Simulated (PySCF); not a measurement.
**A geometry optimisation of H3OPSi− with B3LYP-D3(BJ)/def2-SVPD**

The starting geometry of this gas-phase doublet was optimised with GFN2-xTB; its bonds are those of `[O-][SiH]P`.

```yaml
atoms:
  - { symbol: O, position_ang: [2.0715, -0.2526, -1.9186] }
  - { symbol: P, position_ang: [2.0757, 0.6147, 1.2326] }
  - { symbol: Si, position_ang: [1.1146, 0.1517, -0.7859] }
  - { symbol: H, position_ang: [0.0912, -0.8716, -0.3549] }
  - { symbol: H, position_ang: [0.9676, 1.2792, 1.7120] }
  - { symbol: H, position_ang: [2.6455, 1.7913, 0.7974] }
```

Question: Where would you expect an optimisation with B3LYP-D3(BJ)/def2-SVPD to take it?

Answer: It keeps its bonds, and is `[O-][SiH]P`.

The energy falls by 0.20 eV over 11 steps:

```json
{"step": "1", "E − E(last) (eV)": "0.204"}
{"step": "2", "E − E(last) (eV)": "0.012"}
{"step": "3", "E − E(last) (eV)": "0.001"}
{"step": "4", "E − E(last) (eV)": "0.001"}
{"step": "5", "E − E(last) (eV)": "0.000"}
{"step": "7", "E − E(last) (eV)": "0.000"}
{"step": "8", "E − E(last) (eV)": "0.000"}
{"step": "9", "E − E(last) (eV)": "0.000"}
{"step": "10", "E − E(last) (eV)": "0.000"}
{"step": "11", "E − E(last) (eV)": "0.000"}
```

Final geometry (Å):

```tsv
atom	x (Å)	y (Å)	z (Å)
O	2.1086	-0.3727	-1.9865
P	2.1094	0.6339	1.2053
Si	1.0893	0.1591	-0.8806
H	0.0563	-0.8716	-0.3759
H	0.9510	1.2378	1.8004
H	2.6807	1.8988	0.8502
```

No frequencies were run, so the end isn't proven a minimum. Open shells are spin-unrestricted. Run with PySCF 2.14.0, 98 s on 2 threads of Intel(R) Xeon(R) Platinum 8259CL CPU @ 2.50GHz (Skylake/Cascade Lake) (shared host).
